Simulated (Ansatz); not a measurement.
**C3HF3: a ladder of functionals and wavefunction methods**

An exercise on one series of results from a longer session: the logs are not shown, and one member is left open.

Method: functionals in def2-TZVPP, the program's frozen cores in correlated methods; program: Ansatz 0.2.0, Gaussian basis.

Plan: LDA (SPW92), PBE-D4, revPBE-D4, BLYP-D4, r2SCAN-D4, B97M-V, PBE0-D4, B3LYP-D4, r2SCANh-D4, r2SCAN0-D4, HSE06-D4, BHLYP-D4, CAM-B3LYP-D4, LC-ωPBE, ωB97X-V, ωB97M-V, B2PLYP, PBE-QIDH; CCSD(T)/def2-SVP; CCSD(T)/def2-TZVPP; MP2/def2-QZVPP; extrapolation to the limit; RPA on PBE.

## The relaxed structure

The geometry comes from an earlier relaxation with PBE0-D4 in a triple-zeta def2 set; it is a stationary point, not always the lowest conformer.

SMILES `C#CC(F)(F)F`, 7 atoms, charge 0, spin multiplicity 1.

Atoms are counted from 1 here; the program's logs count them from 0.

Bond lengths: C1–C2 1.195 Å, C1–H7 1.066 Å, C2–C3 1.461 Å, C3–F4 1.335 Å, C3–F5 1.335 Å, C3–F6 1.335 Å. Angles: C2–C1–H7 180.0°, C1–C2–C3 180.0°, C2–C3–F4 111.2°, C2–C3–F5 111.2°, C2–C3–F6 111.2°, F4–C3–F5 107.7°, F4–C3–F6 107.7°, F5–C3–F6 107.7°.

The first run:

The input, in.yaml:

```yaml
crystal:
  periodic: [false, false, false]
  atoms:
    - {symbol: C, position_ang: [1.248816, -1.234058, 0.050647]}
    - {symbol: C, position_ang: [0.398882, -0.394294, 0.011037]}
    - {symbol: C, position_ang: [-0.640668, 0.631485, -0.036544]}
    - {symbol: F, position_ang: [-1.819363, 0.108557, -0.382196]}
    - {symbol: F, position_ang: [-0.341664, 1.581053, -0.926018]}
    - {symbol: F, position_ang: [-0.791362, 1.221494, 1.151493]}
    - {symbol: H, position_ang: [2.006559, -1.982337, 0.085880]}
basis:
  gaussian: {orbitals: def2-TZVPP}
hamiltonian: {xc: lda}
output: {orbitals: {seedname: orbitals}}
```

The run is started by

```sh
> ansatz run in.yaml --threads 2 --pin off --events-out ev --progress --plain --max-ram 4352MiB
```

Among the steps run: LDA; PBE-D4 (GGA); revPBE-D4 (GGA); BLYP-D4 (GGA); r2SCAN-D4 (meta-GGA); B97M-V (meta-GGA); B3LYP-D4 (hybrid); r2SCANh-D4 (hybrid); r2SCAN0-D4 (hybrid); HSE06-D4 (hybrid); BHLYP-D4 (hybrid); CAM-B3LYP-D4 (range-separated); LC-ωPBE (range-separated); ωB97X-V (range-separated); ωB97M-V (range-separated); B2PLYP (double hybrid); PBE-QIDH (double hybrid).

One of the session's tables, all rows but one given; the rest of the session is left out.

It belongs to the step «Orbital energies across the functionals». 

```
  functional  HOMO (eV)  gap (eV)
 LDA (SPW92)      -8.19      6.58
      PBE-D4          ?         ?
   revPBE-D4      -7.87      6.68
     BLYP-D4      -7.81      6.62
   r2SCAN-D4      -8.24      7.19
      B97M-V      -8.22      7.29
     PBE0-D4      -9.30      9.04
    B3LYP-D4      -9.05      8.52
  r2SCANh-D4      -8.74      8.07
  r2SCAN0-D4      -9.49      9.38
    HSE06-D4      -8.89      8.24
    BHLYP-D4     -10.48     11.34
CAM-B3LYP-D4     -10.74     11.62
     LC-ωPBE     -12.20     14.34
     ωB97X-V     -11.74     13.81
     ωB97M-V     -11.62     13.56
```

Estimate the missing values for PBE-D4.

**Answer.** HOMO (eV): -7.95; gap (eV): 6.65. In the column «HOMO (eV)» it lies between LDA (SPW92) (-8.19) and revPBE-D4 (-7.87).
